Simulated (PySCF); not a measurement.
CHO, multiplicity 2. Atoms are numbered in the order given.

```xyz
3

C     -0.1760    -0.5647     0.0000
O      0.0542     0.5951     0.0000
H      0.6226    -1.3722     0.0000
```
Charge 0, spin multiplicity 2.

Geometry optimised at PBE-D3(BJ)/def2-TZVPD. The isomer is the one that the SMILES or the coordinates give; other isomers of the formula were not compared.

Computed with PySCF 2.14.0 with PBE-D3(BJ)/def2-TZVPD.

Frequencies are harmonic and unscaled.

Problem. Estimate the vibrational spectrum. (An estimate is asked for; the answer gives what the named calculation found.)

Solution. 
```
mode  ν (cm⁻¹)  IR (km/mol)  moving atoms (share of kinetic energy)
----  --------  -----------  --------------------------------------
1         1065         33.7                          H 79 %, C 15 %
2         1869         83.2                          C 55 %, O 43 %
3         2565         95.0                                  H 93 %
```
